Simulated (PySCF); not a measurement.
Gas-phase reaction: 2 SiH + C4H8 (isobutene) + 2 H → 2 vinylsilane

Computed with PySCF and rigid-rotor harmonic-oscillator thermochemistry at 1 bar. † marks an energy on the PBE0/def2-TZVP geometry and frequencies; other levels use their own. 6-31G* has spherical d functions here. Open shells (unrestricted): SiH (multiplicity 2, electronic degeneracy 4), H (multiplicity 2); the rest are closed-shell singlets. Spin-orbit splitting is ignored; it lowers the true energy and changes the entropy of SiH. B3LYP is the form with VWN-RPA correlation. The harmonic model lacks anharmonicity and excited electronic states, which grow with temperature; levels with a mode under 35 cm⁻¹ are left out. Internal rotation in C4H8 (isobutene), vinylsilane is treated as a harmonic vibration of one conformer, which makes the entropy rough.

| level | ΔE electronic, kJ | ΔH°(298 K), kJ | ΔS°(298 K), J/K | ΔG°(800 K), kJ |
|---|---|---|---|---|
| B3LYP/6-31G* | -955 | -927 | -344 | -647 |
| HF/6-31G* | -782 | -750 | -347 | -466 |
| PBE/def2-SVP | -954 | -928 | -341 | -650 |
| PBE0/def2-QZVP† | -972 | -944 | -343 | -665 |
| PBE0/def2-SVP† | -954 | -926 | -343 | -646 |
| PBE0/def2-TZVP | -971 | -943 | -343 | -664 |
| r2SCAN/def2-TZVP† | -1007 | -979 | -343 | -699 |
ΔH° is lowest at r2SCAN/def2-TZVP† and highest at HF/6-31G*. No reference value is set beside these.
